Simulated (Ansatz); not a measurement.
```yaml
crystal:
  periodic: [false, false, false]
  atoms:
    - {symbol: O, position_ang: [1.764020, -0.558720, 0.911340]}
    - {symbol: O, position_ang: [0.252277, 0.940801, 0.241986]}
    - {symbol: F, position_ang: [-2.016278, -0.382062, -1.153307]}
basis:
  gaussian: {orbitals: cc-pVDZ}
magnetization: {spin_polarized: true, initial_magnetization: 1}
hamiltonian: {xc: {name: B97}}
output: {forces: true}
```

```sh
$ ansatz run in.yaml --threads 4 --pin off --events-out ev --progress --plain --max-ram 10444MiB
```

It prints (some lines left out):

```
Functional definition: B97
389 factors; integrals over basis functions are off by at most 9.6e-5 eV
mean field evaluation 1: about -6781.3022 eV, gradient 3.8e1 eV
mean field evaluation 2: about -6525.8870 eV, gradient 1.6e2 eV
mean field evaluation 4: about -6768.3123 eV, gradient 6.9e1 eV
mean field evaluation 8: about -6794.5024 eV, gradient 7.0e0 eV
mean field evaluation 16: about -6796.5013 eV, gradient 1.5e-2 eV
mean field evaluation 32: about -6796.5013 eV, gradient 6.4e-9 eV
mean field -6797.22067698 eV, -249.7932525572 hartree, gradient 9.8e-9 eV, S^2 2.592443; 10 other end points of the search recorded, 0 dependent functions left out
reference -6797.22068554 eV, -249.7932528719 hartree; 13, 12 occupied and 29, 30 virtual orbitals, 389 factors
Total energy: -6797.22068554 eV, -249.7932528719 hartree
Atom 0 at     1.764020    -0.558720     0.911340 Å, force    -0.499901     0.474537    -0.223674 eV/Å
Atom 1 at     0.252277     0.940801     0.241986 Å, force     0.321992    -0.564072     0.115804 eV/Å
Atom 2 at    -2.016278    -0.382062    -1.153307 Å, force     0.177909     0.089535     0.107870 eV/Å
Dipole moment:     0.095646     0.036419     0.056711 e Å
```

Something in this input is off. What?

The coordinates are in bohr but typed as ångström. The calculation finished and met its thresholds. The result belongs to that input, not to the molecule as meant.
